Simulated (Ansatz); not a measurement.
Basis-set extrapolation for `ClC1=CC=C1` (PBE0-D4/def2-TZVP geometry, frozen core, Ansatz). Multiplicity 1, RHF reference.

|  | def2-TZVPP | def2-QZVPP |
| --- | --- | --- |
| HF | -612.632408 | -612.651701 |
| MP2 correlation | -0.813705 | -0.872787 |
| CCSD(T) correlation | -0.892657 | not run |

Energies in hartree. Use E(X) = E(∞) + A·exp(−7.88·√X) for Hartree–Fock and E(X) = E(∞) + B·X^(−2.97) for correlation, with X = 3 and 4, and add CCSD(T) minus MP2 of the smaller set to the MP2 limit.

Question: What is the CCSD(T) energy at the basis-set limit?

Answer: HF limit: -612.651701 + (-0.019293) × 0.13774 = -612.65436. MP2 limit: -0.872787 + (-0.059082) × 0.74074 = -0.91655. Higher-order term: -0.892657 − (-0.813705) = -0.07895. Total: -613.64986 hartree, 78.3 kcal/mol below CCSD(T)/def2-TZVPP.
